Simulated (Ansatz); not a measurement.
**Cobalt, hcp under r²SCAN: convergence with the Methfessel-Paxton smearing**

How small must the Methfessel-Paxton smearing width be for energy and pressure and moments to settle? The geometry was relaxed under r²SCAN beforehand and stays fixed; 7 values are run, from 0.01 to 1.0 eV. Wanted are the values from which on the energy stays within 10 and 1 meV/atom, and the pressure within 0.5 GPa, of the narrowest run. Within the series other settings stay, but some runs also write fields, which adds to their time. The moments start as that relaxation left them.

Method: DFT r²SCAN, plane waves with PAW, scalar-relativistic, in Ansatz 0.2.0.

### Step 1. The structure to begin with

It takes space group P6_3/mmc (No. 194, hexagonal). Conventional cell: a = 2.472 Å, b = 2.472 Å, c = 4.027 Å, α = 90.00°, β = 90.00°, γ = 120.00°. Co (site symmetry -6m2) is surrounded by 12 Co at 2.47 Å.

Coordinates:

```
CELL_PARAMETERS angstrom
2.47152 0.00000 0.00000
-1.23576 2.14040 0.00000
0.00000 0.00000 4.02711
ATOMIC_POSITIONS crystal
Co 0.33333 0.66667 0.25000
Co 0.66667 0.33333 0.75000
```

The atoms start with moments of +1.89 ×2 μB.

### Step 2. Width 0.01 eV

The run at 0.01 eV.

The input, input.yaml:

```yaml
crystal:
  lattice:
    - [2.471523226, 0.0, 0.0]
    - [-1.235761613, 2.1404018997, 0.0]
    - [0.0, 0.0, 4.0271144694]
  atoms:
    - { symbol: Co, position: [0.3333333333, 0.6666666667, 0.25], spin: 1.891 }
    - { symbol: Co, position: [0.6666666667, 0.3333333333, 0.75], spin: 1.891 }
hamiltonian:
  xc: r2scan
  pseudopotentials:
    kind: paw
    azcp:
      Co: "pseudopotentials/Co.paw.azcp"
basis:
  ecutwfc: 500
  fft_grid_basis: typed
kpoints:
  mp_grid: { grid: [15, 15, 8], shift: [0, 0, 0] }
magnetization:
  spin_polarized: true
scf:
  occupations: { method: methfessel_paxton, width: 0.01 }
  lower_state_search: "off"
output:
  stress: true
```

Launch:

```console
$ ansatz run input.yaml --threads 1 --pin off --max-ram 3584MiB --backend cpu --events-out ev --progress --plain --runs-dir out
```

### Step 3. Width 0.03 eV

The run at 0.03 eV.

Changes to input.yaml since step 2:

```diff
@@ -22,3 +22,3 @@
 scf:
-  occupations: { method: methfessel_paxton, width: 0.01 }
+  occupations: { method: methfessel_paxton, width: 0.03 }
   lower_state_search: "off"
@@ -26 +26,5 @@
   stress: true
+  write_density: true
+  write_potential: true
+  elf: true
+  volumetric_format: npy
```

### Step 4. Width 0.1 eV

The run at 0.1 eV.

Changes to input.yaml since step 3:

```diff
@@ -22,3 +22,3 @@
 scf:
-  occupations: { method: methfessel_paxton, width: 0.03 }
+  occupations: { method: methfessel_paxton, width: 0.1 }
   lower_state_search: "off"
@@ -26,5 +26 @@
   stress: true
-  write_density: true
-  write_potential: true
-  elf: true
-  volumetric_format: npy
```

### Step 5. Width 0.2 eV

The run at 0.2 eV.

Changes to input.yaml since step 4:

```diff
@@ -22,3 +22,3 @@
 scf:
-  occupations: { method: methfessel_paxton, width: 0.1 }
+  occupations: { method: methfessel_paxton, width: 0.2 }
   lower_state_search: "off"
```

### Step 6. Width 0.3 eV

The run at 0.3 eV.

Changes to input.yaml since step 5:

```diff
@@ -22,3 +22,3 @@
 scf:
-  occupations: { method: methfessel_paxton, width: 0.2 }
+  occupations: { method: methfessel_paxton, width: 0.3 }
   lower_state_search: "off"
```

### Step 7. Width 0.6 eV

The run at 0.6 eV.

Changes to input.yaml since step 6:

```diff
@@ -22,3 +22,3 @@
 scf:
-  occupations: { method: methfessel_paxton, width: 0.3 }
+  occupations: { method: methfessel_paxton, width: 0.6 }
   lower_state_search: "off"
```

### Step 8. Width 1.0 eV

The run at 1.0 eV.

Changes to input.yaml since step 7:

```diff
@@ -22,3 +22,3 @@
 scf:
-  occupations: { method: methfessel_paxton, width: 0.6 }
+  occupations: { method: methfessel_paxton, width: 1.0 }
   lower_state_search: "off"
```

(Steps that only read results are left out.)

Q: Predict the outcome of this session.

**Answer**, as computed:

| quantity | value |
| --- | --- |
| E(σ → 0) stays within 10 meV/atom of 0.01 eV | up to 1.0 eV |
| E(σ → 0) stays within 1 meV/atom | up to 0.6 eV |
| pressure stays within 0.5 GPa | up to 0.3 eV |
| pressure at 0.01 eV | -1.72 GPa |
| energy of a separate run on a finer mesh (24×24×13) | -1.7 meV/atom from 0.01 eV |

In words: The far end, 1.0 eV, lies +5.5 meV/atom and +1.8 GPa from the yardstick. Over the range F shifts by +23.6 meV/atom, while E(σ → 0) shifts by +5.5. This scheme cancels the term in the square of the width, so F moves little up to 0.2 eV. The mesh (15×15×8) is fixed, so the narrowest widths carry a k-point error of their own. The largest moment goes from 1.84 μB at 0.01 eV to 1.95 μB at 1.0 eV. The yardstick itself is unsettled by 1.7 meV/atom against the finer mesh, so the thresholds above hold only within this series, and wider smearing, which averages over more states, can land nearer the fine-mesh value than the narrowest does. The cell taken over is 4 % smaller than the measured one (11.07 Å³/atom, COD).
